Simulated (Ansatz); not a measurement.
```yaml
crystal:
  periodic: [false, false, false]
  atoms:
    - {symbol: F, position_ang: [0.246199, -0.859636, 1.418923]}
    - {symbol: C, position_ang: [0.959532, -0.059155, 0.543120]}
    - {symbol: N, position_ang: [0.214928, 0.417686, -0.558693]}
    - {symbol: C, position_ang: [-0.986783, 0.114922, -0.689571]}
    - {symbol: Cl, position_ang: [-1.905479, 0.690910, -2.030074]}
    - {symbol: H, position_ang: [1.334692, 0.797510, 1.110718]}
    - {symbol: H, position_ang: [1.801701, -0.648797, 0.169147]}
    - {symbol: H, position_ang: [-1.572590, -0.510539, -0.019269]}
basis:
  gaussian: {orbitals: "6-311G**"}
hamiltonian: {xc: {name: rPW86-PBE}, dispersion: d3bjatm}
```

```sh
$ ansatz run in.yaml --threads 2 --pin off --events-out ev --progress --plain --max-ram 4352MiB
```

Task: How does Ansatz answer? (Estimate.)

Result: The calculation gave: The input was rejected before any iteration.
```
Error: <dir> can't be read: No such file or directory (os error 2)
```
